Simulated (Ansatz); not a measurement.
**CH3OSi+ (SMILES O[C+]=[SiH2]): single points off equilibrium**

An exercise on one series of results from a longer session: the logs are not shown, and one member is left open.

The runs use Ansatz 0.2.0, Gaussian basis; single points in def2-TZVPP.

Cores are frozen in the correlated methods.

### Where the work starts

SMILES `O[C+]=[SiH2]`, 6 atoms, charge 1, spin multiplicity 1.

Atoms are counted from 1 here; the program's logs count them from 0.

Bond lengths: O1–C2 1.300 Å, O1–H4 0.968 Å, C2–Si3 1.780 Å, Si3–H5 1.488 Å, Si3–H6 1.475 Å. Angles: C2–O1–H4 125.6°, O1–C2–Si3 148.9°, C2–Si3–H5 115.5°, C2–Si3–H6 115.8°, H5–Si3–H6 125.9°.

Geometry (Å):

```
atom    x (Å)    y (Å)    z (Å)
  O1  -0.9370  -1.6029  -0.3380
  C2  -0.7163  -0.3508  -0.0672
 Si3   0.4486   0.9683   0.2007
  H4  -0.2573  -2.2766  -0.4804
  H5   0.6739   1.8698  -0.9614
  H6   0.7506   1.2815   1.6102
```

Set-up of the first run:

The input, run/in.yaml:

```yaml
crystal:
  periodic: [false, false, false]
  atoms:
    - {symbol: O, position_ang: [-0.937000, -1.602900, -0.338000]}
    - {symbol: C, position_ang: [-0.716300, -0.350800, -0.067200]}
    - {symbol: Si, position_ang: [0.448600, 0.968300, 0.200700]}
    - {symbol: H, position_ang: [-0.257300, -2.276600, -0.480400]}
    - {symbol: H, position_ang: [0.673900, 1.869800, -0.961400]}
    - {symbol: H, position_ang: [0.750600, 1.281500, 1.610200]}
basis:
  gaussian: {orbitals: def2-TZVPP}
total_charge: 1
correlation: {method: ccsd_t}
output: {forces: true}
```

No record of the launch command was kept for these runs.

Steps of the session up to this table: CCSD(T)/def2-TZVPP; PBE0-D4/def2-TZVPP; wB97M-V/def2-TZVPP; r2SCAN-D4/def2-TZVPP; PBE-D4/def2-TZVPP; HSE06-D4/def2-TZVPP; LC-wPBE/def2-TZVPP.

One of the session's tables, all rows but one given; the rest of the session is left out.

| method | RMS force component (eV/Å) | angle to CCSD(T) forces (°) |
| --- | --- | --- |
| CCSD(T) | 1.250 | reference |
| PBE0-D4 | 1.403 | 8.7 |
| wB97M-V | 1.312 | 7.9 |
| r2SCAN-D4 | 1.335 | 7.2 |
| PBE-D4 | 1.284 | 10.7 |
| HSE06-D4 | ? | ? |
| LC-wPBE | 1.387 | 12.5 |

**Question.** Estimate the row for HSE06-D4.

As computed: RMS force component (eV/Å): 1.404; angle to CCSD(T) forces (°): 8.6. In the column «RMS force component (eV/Å)» it is the highest.
